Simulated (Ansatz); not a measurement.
# BClHO radical (SMILES [O]BCl): one structure at several levels

The atoms stand at a structure displaced at random from a GFN2-xTB minimum. How far do the functionals agree with CCSD(T) there?

Computed with Ansatz 0.2.0, Gaussian basis. Level: single points in def2-TZVPP.

Correlated methods freeze the cores. Orbitals are unrestricted.

### 1 Starting geometry

SMILES `[O]BCl`, 4 atoms, charge 0, spin multiplicity 2.

Atoms are counted from 1 here; the program's logs count them from 0.

Bond lengths: O1–B2 1.235 Å, B2–Cl3 1.845 Å, B2–H4 1.264 Å. Angles: O1–B2–Cl3 131.3°, O1–B2–H4 126.6°, Cl3–B2–H4 101.8°.

As a file:

```xyz
4
charge 0, multiplicity 2
O     1.3892    0.1380   -0.3544
B     0.2178   -0.0718   -0.0253
Cl   -1.3276    0.8816   -0.3512
H    -0.1946   -0.9699    0.7635
```

### 2 CCSD(T)/def2-TZVPP

File run/in.yaml:

```yaml
crystal:
  periodic: [false, false, false]
  atoms:
    - {symbol: O, position_ang: [1.389200, 0.138000, -0.354400]}
    - {symbol: B, position_ang: [0.217800, -0.071800, -0.025300]}
    - {symbol: Cl, position_ang: [-1.327600, 0.881600, -0.351200]}
    - {symbol: H, position_ang: [-0.194600, -0.969900, 0.763500]}
basis:
  gaussian: {orbitals: def2-TZVPP}
magnetization: {spin_polarized: true, initial_magnetization: 1}
correlation: {method: ccsd_t}
scf: {omitted_lower_state_checks: [cluster_reference]}
output: {forces: true}
```

No record of the launch command was kept for these runs.

### 3 PBE0-D4/def2-TZVPP

Edit run/in.yaml of step 2 so:

```diff
@@ -10,4 +10,3 @@
 magnetization: {spin_polarized: true, initial_magnetization: 1}
-correlation: {method: ccsd_t}
-scf: {omitted_lower_state_checks: [cluster_reference]}
-output: {forces: true}
+hamiltonian: {xc: pbe0, dispersion: d4}
+output: {forces: true, orbitals: {seedname: orbitals}}
```

### 4 wB97M-V/def2-TZVPP

Edit run/in.yaml of step 3 so:

```diff
@@ -10,3 +10,3 @@
 magnetization: {spin_polarized: true, initial_magnetization: 1}
-hamiltonian: {xc: pbe0, dispersion: d4}
-output: {forces: true, orbitals: {seedname: orbitals}}
+hamiltonian: {xc: {name: wB97M-V}}
+output: {forces: true}
```

### 5 r2SCAN-D4/def2-TZVPP

Edit run/in.yaml of step 4 so:

```diff
@@ -10,3 +10,3 @@
 magnetization: {spin_polarized: true, initial_magnetization: 1}
-hamiltonian: {xc: {name: wB97M-V}}
+hamiltonian: {xc: r2scan, dispersion: d4}
 output: {forces: true}
```

### 6 PBE-D4/def2-TZVPP

Edit run/in.yaml of step 5 so:

```diff
@@ -10,3 +10,3 @@
 magnetization: {spin_polarized: true, initial_magnetization: 1}
-hamiltonian: {xc: r2scan, dispersion: d4}
+hamiltonian: {xc: pbe, dispersion: d4}
 output: {forces: true}
```

### 7 BHLYP-D4/def2-TZVPP

Edit run/in.yaml of step 6 so:

```diff
@@ -10,3 +10,3 @@
 magnetization: {spin_polarized: true, initial_magnetization: 1}
-hamiltonian: {xc: pbe, dispersion: d4}
+hamiltonian: {xc: {name: BHLYP}, dispersion: d4}
 output: {forces: true}
```

### 8 wB97X-V/def2-TZVPP

Edit run/in.yaml of step 7 so:

```diff
@@ -10,3 +10,3 @@
 magnetization: {spin_polarized: true, initial_magnetization: 1}
-hamiltonian: {xc: {name: BHLYP}, dispersion: d4}
+hamiltonian: {xc: {name: wB97X-V}}
 output: {forces: true}
```

(Steps that only read results are left out.)

What does the calculation give? Wanted: energy less free atoms, CCSD(T)/def2-TZVPP; RMS force component; RMS force error; HOMO and LUMO, PBE0-D4; T1 diagnostic.

The runs gave:

| quantity | value |
| --- | --- |
| energy less free atoms, CCSD(T)/def2-TZVPP | -1307.0 kJ/mol |
| RMS force component | 1.346 to 1.940 eV/Å over the methods |
| RMS force error | PBE0-D4 0.392, wB97M-V 0.306, r2SCAN-D4 0.485, PBE-D4 0.615, BHLYP-D4 0.223, wB97X-V 0.161 eV/Å |
| HOMO and LUMO, PBE0-D4 | -9.29 and -5.80 eV |
| T1 diagnostic | 0.040 |

What this shows: Against CCSD(T) the functionals' energies less atoms differ by -142.1 to +0.3 kJ/mol, PBE-D4 by -142.1 kJ/mol. CCSD(T) in triple zeta still lacks some correlation energy of the bonds, so part of these gaps is its own basis error and they don't rank the functionals. The forces of wB97X-V come nearest to CCSD(T), those of PBE-D4 are farthest. Frozen-core CCSD(T) forces in triple zeta carry basis errors of their own, and this is one geometry, so small gaps rank nothing.
